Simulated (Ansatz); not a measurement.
Born–Oppenheimer molecular dynamics of H₈Si₂ (10 atoms, charge 0, multiplicity 1). It starts at the highest image of a converged band. Of that band: Neighbouring images differ by up to 3.3 eV, so the band resolves the path poorly. A vibrational analysis at the climbing image gives one clearly imaginary mode, 1675i cm⁻¹: a first-order saddle point.

The calculation used RKS B3LYP/def2-SVP (Ansatz 0.2.0).

```yaml
ensemble: NVE (velocity Verlet)
time_step: 0.5 fs
steps_asked: 200
starting_velocities_drawn_for: 300 K
seed: 10501
```

First frame:

```xyz
10
Properties=species:S:1:pos:R:3
Si -0.067 -0.121 0.028
H 0.158 1.317 0.971
H 1.075 -0.708 0.792
H 0.136 0.728 -1.180
H -0.758 -1.363 -0.541
Si -2.546 -0.071 1.118
H -3.314 -0.048 -0.161
H -2.547 -1.447 1.691
H -3.164 0.886 2.092
H -0.872 0.827 1.078
```

Q: How far do the bonds stretch over the last three quarters of this one trajectory? (Pairs bonded in most of those frames.)

A: 
```json
{"bond": "Si1–H3", "mean (Å)": "1.507", "spread (Å)": "0.053", "shortest": "1.42", "longest": "1.59"}
{"bond": "Si1–H4", "mean (Å)": "1.500", "spread (Å)": "0.037", "shortest": "1.44", "longest": "1.56"}
{"bond": "Si1–H5", "mean (Å)": "1.497", "spread (Å)": "0.010", "shortest": "1.48", "longest": "1.52"}
{"bond": "Si1–Si6", "mean (Å)": "2.400", "spread (Å)": "0.186", "shortest": "2.15", "longest": "2.67"}
{"bond": "H2–H10", "mean (Å)": "0.782", "spread (Å)": "0.086", "shortest": "0.65", "longest": "0.90"}
{"bond": "Si6–H7", "mean (Å)": "1.504", "spread (Å)": "0.049", "shortest": "1.43", "longest": "1.58"}
{"bond": "Si6–H8", "mean (Å)": "1.496", "spread (Å)": "0.003", "shortest": "1.49", "longest": "1.50"}
{"bond": "Si6–H9", "mean (Å)": "1.506", "spread (Å)": "0.010", "shortest": "1.49", "longest": "1.53"}
```

Pairs bonded in part of these frames only: H2–H10 91 %.

Mean temperature of the second half: 2510 K. The conserved energy stayed within 0.81 meV per atom of its start (net change -0.55 meV per atom), so the integration is sound. The kinetic energy rose, since the run started high on the potential surface and went downhill. It ends in pieces (H2 + H6Si2), so much of that is their flight and rotation, not heat. A run of 0.1 ps of so small a system gives no equilibrium averages. The orbitals stay closed-shell, which can raise the energy where a bond breaks towards radicals; this wasn't checked here.

The run took 3.2 min on 1 thread of Intel(R) Xeon(R) 6975P-C (Granite Rapids) (shared host), peak memory 0.17 GiB.
